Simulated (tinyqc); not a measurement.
Inside a calculation. Method: geometry optimisation on the RHF/sto-3g surface (energies and gradients from PySCF), for HF, spin multiplicity 1. One step of it, computed by the program tinyqc.

Problem. Step 1: move. Quasi-Newton step p = -H^(-1) g (first H = 0.6 times the unit matrix); steps longer than 0.3 bohr are cut back.

positions at the start (bohr):
```
           x         y         z
1F  0.000000  0.000000  0.000000
2H  0.000000  0.000000  1.912403
```

gradient (hartree/bohr):
```
             x           y            z
1F  0.00000000  0.00000000  -0.06582035
2H  0.00000000  0.00000000   0.06582035
```

Give: positions after step 1.

Solution.

positions after step 1 (bohr):
```
         x       y       z
1F  0.0000  0.0000  0.1097
2H  0.0000  0.0000  1.8027
```
